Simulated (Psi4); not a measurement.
# A workflow on BF (SMILES [B]F)

Wanted: a geometry optimisation (BLYP-D4/6-31G), then vibrational wavenumbers, then a single-point energy (FNO-CCSD(T)/cc-pVTZ) of BF. 

The results are computed with Psi4 1.11.

### Step 1. The system as given

BF has 2 atoms, charge 0, and is taken as a singlet. As SMILES, `[B]F`. All atoms were displaced at random from a relaxed shape. The run starts from this shape.

Bond lengths: B1–F2 1.190 Å.

### Step 2. A structure relaxation at BLYP-D4/6-31G (density fitting) (run 1)

input.inp reads:

```
memory 1600 MB

molecule {
  0 1
  B      0.005176    -0.054989     0.014409
  F      0.013759     0.012002     1.202855
  units angstrom
}

set basis 6-31G
set geom_maxiter 60

e, wfn = optimize("blyp-d4", return_wfn=True)
```

Run with:

```sh
$ psi4 -n 1 input.inp input.out
```

input.out:

```text
[...]
  Running in c2v symmetry.
[...]
  Nuclear repulsion =   20.004791548088008
[...]
  Multiplicity = 1
[...]
  Nalpha       = 7
  Nbeta        = 7
[...]
    Number of basis functions: 18
[...]
   @DF-RKS iter   1:  -124.56052870196498   -1.80424e-01   2.39320e-02 ADIIS/DIIS
[...]
   @DF-RKS iter   6:  -124.60936468532266   -1.42109e-13   3.80166e-09 DIIS
[...]
    Orbital Energies [Eh]
    ---------------------
    Doubly Occupied:
       1A1   -24.369113     2A1    -6.645506     3A1    -1.158220
       4A1    -0.514119     1B1    -0.428804     1B2    -0.428804
       5A1    -0.235621
[...]
  @DF-RKS Final Energy:  -124.60936468532266
   => Energetics <=
    Nuclear Repulsion Energy =             17.8402260419193439
    One-Electron Energy =                -206.9671806405491452
    Two-Electron Energy =                  78.9314653623861489
    DFT Exchange-Correlation Energy =     -14.4129728424573180
    Empirical Dispersion Energy =          -0.0009026066217000
    VV10 Nonlocal Energy =                  0.0000000000000000
    Total Energy =                       -124.6093646853226602
[...]
 Multipole Moments:
 ------------------------------------------------------------------------------------
     Multipole            Electronic (a.u.)      Nuclear  (a.u.)        Total (a.u.)
 ------------------------------------------------------------------------------------
 L = 1.  Multiply by 2.5417464519 to convert [e a0] to [Debye]
 Dipole X            :          0.0000000            0.0000000            0.0000000
 Dipole Y            :          0.0000000            0.0000000            0.0000000
 Dipole Z            :         -0.1108281            0.3439431            0.2331150
 Magnitude           :                                                    0.2331150
[...]
  -Total Gradient:
     Atom            X                  Y                   Z
    ------   -----------------  -----------------  -----------------
       1        0.000000000000     0.000000000000     0.000149380053
       2       -0.000000000000    -0.000000000000    -0.000191717683
[...]
    Final optimized geometry and variables:
    Molecular point group: c2v
    Full point group: C_inf_v
    Geometry (in Angstrom), charge = 0, multiplicity = 1:
    B            0.000000000000     0.000000000000    -0.845079488292
    F            0.000000000000     0.000000000000     0.489711585778
    Psi4 run time: 0:00:07.13
[...]
```

The script printed:

```text
Optimizer: Optimization complete!
```

It took 9.3 s on 1 thread of AMD EPYC 7R32 (Zen 2), shared host; peak memory 0.23 GiB.

The path in brief:

| step | energy from the first frame kept (eV) | largest force (eV/Å) |
| --- | --- | --- |
| 0 | 0.0000 | 8.5840 |
| 1 | -0.4384 | 3.0066 |
| 2 | -0.5198 | 0.9512 |
| 3 | -0.5294 | 0.3376 |
| 4 | -0.5307 | 0.1252 |
| 5 | -0.5309 | 0.0476 |
| 6 | -0.5309 | 0.0099 |

After the run. Bond lengths: B1–F2 1.335 Å.

### Step 3. Vibrational wavenumbers at BLYP-D4/6-31G (density fitting) (run 2)

calc.dat reads:

```
memory 1.6 GB

molecule {
  0 1
  B
  F 1 r2

  r2 = 1.334791
  units angstrom
}

set globals {
  basis 6-31G
  t 600.0
  rotational_symmetry_number 1
}

result, w = frequencies('blyp-d4', return_wfn=True)
```

Run with:

```sh
$ psi4 -i calc.dat -o calc.out -n 1
```

calc.out:

```text
[...]
  Running in c2v symmetry.
[...]
  Nuclear repulsion =   17.840227031909862
[...]
  Multiplicity = 1
[...]
  Nalpha       = 7
  Nbeta        = 7
[...]
    Number of basis functions: 18
[...]
   @DF-RKS iter   1:  -124.58335609335938   -3.27309e-01   2.34240e-02 DIIS/ADIIS
[...]
  Running in cs symmetry.
[...]
   @DF-RKS iter   8:  -124.60936468539347   -6.30962e-12   5.49753e-09 DIIS
[...]
    Orbital Energies [Eh]
    ---------------------
    Doubly Occupied:
       1Ap   -24.369113     2Ap    -6.645507     3Ap    -1.158220
       4Ap    -0.514119     5Ap    -0.428804     1App   -0.428804
       6Ap    -0.235621
[...]
  @DF-RKS Final Energy:  -124.60936468539347
   => Energetics <=
    Nuclear Repulsion Energy =             17.8402220033717320
    One-Electron Energy =                -206.9671729886751166
    Two-Electron Energy =                  78.9314615686778893
    DFT Exchange-Correlation Energy =     -14.4129726621488814
    Empirical Dispersion Energy =          -0.0009026066190936
    VV10 Nonlocal Energy =                  0.0000000000000000
    Total Energy =                       -124.6093646853934729
[...]
 Multipole Moments:
 ------------------------------------------------------------------------------------
     Multipole            Electronic (a.u.)      Nuclear  (a.u.)        Total (a.u.)
 ------------------------------------------------------------------------------------
 L = 1.  Multiply by 2.5417464519 to convert [e a0] to [Debye]
 Dipole X            :          0.0000000            0.0000000            0.0000000
 Dipole Y            :         -0.0000832            0.0002582            0.0001750
 Dipole Z            :         -0.1108286            0.3439430            0.2331144
 Magnitude           :                                                    0.2331145
[...]
  -Total Gradient:
     Atom            X                  Y                   Z
    ------   -----------------  -----------------  -----------------
       1        0.000000000000     0.000000111997     0.000149166128
       2        0.000000000000    -0.000000143785    -0.000191503716
[...]
  ==> Harmonic Vibrational Analysis <==
[...]
  Freq [cm^-1]                1200.8267
[...]
  IR activ [km/mol]            110.0947
[...]
  Total E_0, Enthalpy at 0 [K]                                                         -124.60662900 [Eh]
[...]
  Total H, Enthalpy at  600.00 [K]                                                     -124.59965314 [Eh]
[...]
  Total G, Gibbs energy at  600.00 [K]                                                 -124.65073942 [Eh]
[...]
```

It took 7.5 s on 1 thread of AMD EPYC 7R32 (Zen 2), shared host; peak memory 0.23 GiB.

### Step 4. A single-point energy at FNO-CCSD(T)/cc-pVTZ (run 3)

run.py reads:

```python
import psi4

psi4.set_memory('1600 MB')
psi4.set_num_threads(1)
psi4.set_output_file('bf.out', False)

mol = psi4.geometry("""
0 1
B      0.004517    -0.060135    -0.076883
F      0.014141     0.014984     1.255758
""")

options = {'basis': 'cc-pVTZ', 'reference': 'rhf', 'scf_type': 'pk', 'freeze_core': 'true'}
psi4.set_options(options)

energy_value, wavefunction = psi4.energy('fno-ccsd(t)', return_wfn=True)
print(f'fno-ccsd(t) energy: {energy_value:.10f} Eh')
```

Run with:

```sh
$ python run.py
```

bf.out:

```text
[...]
  Running in c2v symmetry.
[...]
  Nuclear repulsion =   17.840224494875415
[...]
  Multiplicity = 1
[...]
  Nalpha       = 7
  Nbeta        = 7
[...]
    Number of basis functions: 60
[...]
   @RHF iter   1:  -124.12724812627853   -8.09274e-01   7.82597e-03 ADIIS/DIIS
[...]
   @RHF iter  10:  -124.14957042084438   -1.42109e-13   1.38785e-09 DIIS
[...]
    Orbital Energies [Eh]
    ---------------------
    Doubly Occupied:
       1A1   -26.360802     2A1    -7.725187     3A1    -1.662560
       4A1    -0.822890     1B1    -0.717548     1B2    -0.717548
       5A1    -0.413615
[...]
  @RHF Final Energy:  -124.14957042084438
   => Energetics <=
    Nuclear Repulsion Energy =             17.8402244948754145
    One-Electron Energy =                -207.1392875325798570
    Two-Electron Energy =                  65.1494926168600728
    Total Energy =                       -124.1495704208443840
[...]
 Multipole Moments:
 ------------------------------------------------------------------------------------
     Multipole            Electronic (a.u.)      Nuclear  (a.u.)        Total (a.u.)
 ------------------------------------------------------------------------------------
 L = 1.  Multiply by 2.5417464519 to convert [e a0] to [Debye]
 Dipole X            :          0.0000000            0.0000000            0.0000000
 Dipole Y            :          0.0000000           -0.0000000           -0.0000000
 Dipole Z            :         -0.1589734            0.3439431            0.1849697
 Magnitude           :                                                    0.1849697
[...]
      * MP2 total energy:                   -124.475023902803
[...]
      * MP2 total energy:                   -124.475023902803
[...]
      * MP3 total energy:                   -124.478533274061
[...]
      * CCSD total energy:                  -124.487272901236
[...]
      * CCSD(T) total energy                -124.498682699493
[...]
```

On the terminal:

```text
fno-ccsd(t) energy: -124.4986826995 Eh
```

Wall time 6.9 s (1 thread of AMD EPYC 7R32 (Zen 2), shared host); peak memory 0.24 GiB.

### Step 5. Results

```
                                                                    quantity             value
                               run 1, BLYP-D4/6-31G: total energy at the end     -124.60936 Eh
                                         run 1, BLYP-D4/6-31G: dipole moment            0.59 D
                                           run 1, BLYP-D4/6-31G: HOMO energy          -6.41 eV
                                           run 1, BLYP-D4/6-31G: LUMO energy          -1.94 eV
                                         run 1, BLYP-D4/6-31G: HOMO–LUMO gap           4.47 eV
                                           run 1, BLYP-D4/6-31G: bond length           1.335 Å
                                     run 1, BLYP-D4/6-31G: dispersion energy      -2.37 kJ/mol
                                   run 2, BLYP-D4/6-31G: harmonic wavenumber         1201 cm⁻¹
                                     run 2, BLYP-D4/6-31G: zero-point energy        7.2 kJ/mol
run 2, BLYP-D4/6-31G: ideal-gas entropy at 600 K (symmetry number 1 as used)  53.4 cal/(mol K)
                                    run 3, FNO-CCSD(T)/cc-pVTZ: total energy     -124.49868 Eh
             run 3, FNO-CCSD(T)/cc-pVTZ: HOMO energy (Hartree–Fock orbitals)         -11.26 eV
             run 3, FNO-CCSD(T)/cc-pVTZ: LUMO energy (Hartree–Fock orbitals)           2.22 eV
           run 3, FNO-CCSD(T)/cc-pVTZ: HOMO–LUMO gap (Hartree–Fock orbitals)          13.47 eV
     run 3, FNO-CCSD(T)/cc-pVTZ: correlation energy (2 core orbitals frozen)        -349.1 mEh
                                  run 3, FNO-CCSD(T)/cc-pVTZ: (T) correction        -11.41 mEh
                                   run 3, FNO-CCSD(T)/cc-pVTZ: T1 diagnostic             0.017
```

What this shows: The optimisation (run 1, BLYP-D4/6-31G) took 7 steps and changed the energy by -0.531 eV. The one mode (run 2, BLYP-D4/6-31G) is real, so the shape is a minimum at this level. The triples (run 3, FNO-CCSD(T)/cc-pVTZ) make up 3.3 % of the correlation energy.
